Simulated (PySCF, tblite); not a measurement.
# CCl2 (triplet): geometry, infrared bands and EPR parameters

What infrared bands and EPR parameters should CCl2 (triplet) (`Cl[C]Cl`) show?

The runs use tblite 0.8.0 and PySCF 2.14.0, with density-fitted response routines of our own; the level of theory stands in each step. All values are computed, except where a source is named. Atoms are numbered from 0 throughout.

## (1) The starting structure

3 atoms, charge 0, multiplicity 3; geometry from: force field or distance geometry start.

Bonds of the start (Å): Cl0–C1 1.75, C1–Cl2 1.78.

## (2) Optimising the geometry with GFN2-xTB

Job settings and geometry (Å):

```
{"job": {"kind": "relax", "xc": "GFN2-xTB", "basis": "xTB"}, "charge": 0, "multiplicity": 3}
Cl    -1.753800     0.007200    -0.002600
C     -0.005400     0.004300    -0.011500
Cl     1.770700    -0.014100     0.001600
```

Launch:

```sh
$ OMP_NUM_THREADS=1 python probes_run.py task.json out
```

The driver reads the jobs from task.json and runs them one after another.

**Question.** This job is followed by: GFN2-xTB harmonic vibrations, gas phase; PBE0-D3(BJ)/def2-SVP geometry optimisation, gas phase; UKS B3LYP, IGLO-III on C Cl, non-relativistic, mean-field spin-orbit, GIAO. What will the session give for the following? strongest single infrared mode (GFN2-xTB); zero-point energy (GFN2-xTB); point group; rotational constants (main isotopes); D, E (B3LYP); g(iso) (B3LYP); ⟨S²⟩; largest a(iso) (averaged by class); surface potential, 1st and 99th percentile.

**Answer**, as computed:

```
                                 quantity                  value
strongest single infrared mode (GFN2-xTB)    691 cm⁻¹, 15 km/mol
             zero-point energy (GFN2-xTB)           2.7 kcal/mol
                              point group                    C2v
     rotational constants (main isotopes)  91.60, 3.18, 3.07 GHz
                             D, E (B3LYP)     23.675, 0.094 cm⁻¹
                           g(iso) (B3LYP)                2.00511
                                     ⟨S²⟩     2.008 (exact 2.00)
       largest a(iso) (averaged by class)   13C on C1, 443.8 MHz
    surface potential, 1st and 99th percentile     -0.11 V and 0.94 V
```

**Reading.** Relaxing lowered the energy by 1.260 eV in 16 steps; the close pair that moved most is C1–Cl2, from 1.776 to 1.654 Å (GFN2-xTB). No mode is imaginary among the 3: a minimum at this level. The strongest single mode, at 691 cm⁻¹, moves mainly C1. GFN2-xTB is a fitted tight-binding method: band positions and strengths are rough. Its intensities can rank the bands wrongly. Relaxing lowered the energy by 0.015 eV in 2 steps; the close pair that moved most is C1–Cl2, from 1.654 to 1.677 Å (PBE0/def2-SVP). C1 carries the largest spin population, 1.55 e. The isotropic g lies 2.8 ppt above the free-electron value. The triplet studied here may not be the ground state; the singlet was not compared.
